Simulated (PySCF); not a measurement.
Compound: 2-ethyl-1-butene, C₆H₁₂.
SMILES with atom numbers: `[CH2:1]=[C:2]([CH2:3][CH3:4])[CH2:5][CH3:6]` (hydrogens: H7, H8 on C1; H9, H10 on C3; H11, H12, H13 on C4; H14, H15 on C5; H16, H17, H18 on C6)

The closed-shell SCF was solved with PySCF and density fitting under several settings on one GFN2-xTB geometry (grid level 2 and gas phase unless stated).

| settings | basis functions | SCF cycles | E (Eh) | HOMO (eV) | LUMO (eV) | dipole (D) |
| --- | --- | --- | --- | --- | --- | --- |
| PBE0/pcSseg-1 | 162 | 12 | -235.5193 | -7.06 | 0.62 | 0.52 |
| PBE0/def2-SVPD | 216 | 12 | -235.3943 | -7.07 | 0.50 | 0.54 |

Problem. Estimate the row for these settings: revPBE/cc-pVDZ, grid level 1, energy threshold 1e-06 Eh.

Solution. 
```
                                               settings  basis functions  SCF cycles     E (Eh)  HOMO (eV)  LUMO (eV)  dipole (D)
revPBE/cc-pVDZ, grid level 1, energy threshold 1e-06 Eh              144           8  -235.7735      -5.73      -0.13        0.57
```

Problem. Over all rows, what range does the HOMO–LUMO gap span?

Solution. From 5.60 eV (revPBE/cc-pVDZ, grid level 1, energy threshold 1e-06 Eh) to 7.68 eV (PBE0/pcSseg-1). The functional of the narrowest has no exact exchange, that of the widest 25 % exact exchange.

Problem. And the dipole moment?

Solution. From 0.52 D (PBE0/pcSseg-1) to 0.57 D (revPBE/cc-pVDZ, grid level 1, energy threshold 1e-06 Eh); the largest is 1.10 times the smallest, and the median is 0.54 D.

Problem. Compare two rows with the functional PBE0: PBE0/pcSseg-1 and PBE0/def2-SVPD. Which energy is lower, and by how much?

Solution. PBE0/pcSseg-1 (162 functions) lies 0.1250 Eh or 78 kcal/mol below PBE0/def2-SVPD (216 functions). The smaller set gives the lower energy; the two sets aren't nested, so the variational bound doesn't order them by size.

Cycle counts include a coarse-grid stage where the run had one.

Shape of the structure used: `[CH2:1]=[C:2]([CH2:3][CH3:4])[CH2:5][CH3:6]`: C1–C2–C3–C4 112°, C1–C2–C5–C6 112°.

One conformer stands for the species.
